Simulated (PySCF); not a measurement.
**Static response to an electric field**

Species: C4H10P2.
SMILES with atom numbers: `[CH2:1]=[CH:2][CH2:3][P:4]([CH3:5])[PH2:6]` (hydrogens: H7, H8 on C1; H9 on C2; H10, H11 on C3; H12, H13, H14 on C5; H15, H16 on P6)

Structure used (GFN2-xTB), in Å, numbered top down from 1:
```xyz
16
C4H10P2 angstrom
C      1.832   -1.724   -0.661
C      1.735   -0.694    0.160
C      0.912    0.514   -0.118
P     -0.625    0.500    0.961
C     -1.481    1.950    0.181
P     -1.683   -1.075   -0.102
H      1.326   -1.734   -1.614
H      2.420   -2.593   -0.421
H      2.241   -0.702    1.117
H      1.464    1.424    0.135
H      0.612    0.551   -1.169
H     -0.984    2.865    0.499
H     -2.513    1.978    0.528
H     -1.467    1.885   -0.906
H     -1.045   -2.088    0.608
H     -2.751   -1.047    0.792
```

Level: CAM-B3LYP/def2-SVPD (PySCF), static field, nuclei fixed, core orbitals frozen in the response. The polarisability tensor in these axes (au):

```
x   105.71  -4.69  -1.43
y    -4.69 112.31   9.90
z    -1.43   9.90  87.39
```

Give the principal values, the mean and the anisotropy Δα = √{½[(α1 − α2)² + (α2 − α3)² + (α1 − α3)²]}.

Principal values 83.93, 103.72 and 117.76 au; mean 101.80 au = 15.09 Å³ = 16.79 × 10⁻⁴⁰ C²·m²/J; Δα = 29.43 au (29 % of the mean).

What is the dipole moment, and where does it point?

(0.18, 0.73, -0.24) D, 0.78 D in size, pointing from the negative to the positive side. Measured along this direction, the outermost atoms are H15 at the negative end and H12 at the positive end.

Find the Langevin capture rate constant for H3O+ (19.018 u) meeting this molecule (120.026 u), k = 2.342 × 10⁻⁹ cm³/s × √(α in Å³ / reduced mass in u).

The reduced mass is 16.42 u, so k = 2.25 × 10⁻⁹ cm³/s. The formula leaves out the permanent dipole, which adds to the capture rate.

What molar refraction does this α imply?

Lorentz–Lorenz: R = (4π/3)N_A α = 2.5225 cm³/(mol·Å³) × 15.09 Å³ = 38.1 cm³/mol, in the limit of long wavelengths.

Traceless (Buckingham) quadrupole moment about the centre of nuclear charge: eigenvalues?

-5.38, 0.44, 4.94 D·Å. The values depend on the origin, since the dipole doesn't vanish. The electronic extent ⟨r²⟩ about the same centre is 1034 bohr², a root-mean-square distance of 2.13 Å for the 64 electrons.

What would n − 1 = 2πNα be for an ideal gas of these molecules at 400 K and 1 atm, electronic part alone?

N = p/kT = 1.8347 × 10¹⁹ cm⁻³, so n − 1 = 2π × N × 15.09 × 10⁻²⁴ cm³ = 1739 × 10⁻⁶ at long wavelengths, for an ideal gas.

Directions of the eigenvectors, and the extent of the frame along each?

Largest value along (-0.38, 0.88, 0.30), where the nuclei span 6.34 Å; middle along (0.93, 0.35, 0.13), 4.79 Å; least along (-0.01, -0.33, 0.94), 2.74 Å. The response follows the extents in order.

The structure is a single GFN2-xTB conformer in the gas phase; no vibrational or solvent corrections.

The run behind these numbers computed excited states as well. The run took 53 s wall (grids of density and orbitals included) on Arm Neoverse V1, one thread, on a shared host, and the process peaked at 0.96 GiB of memory.
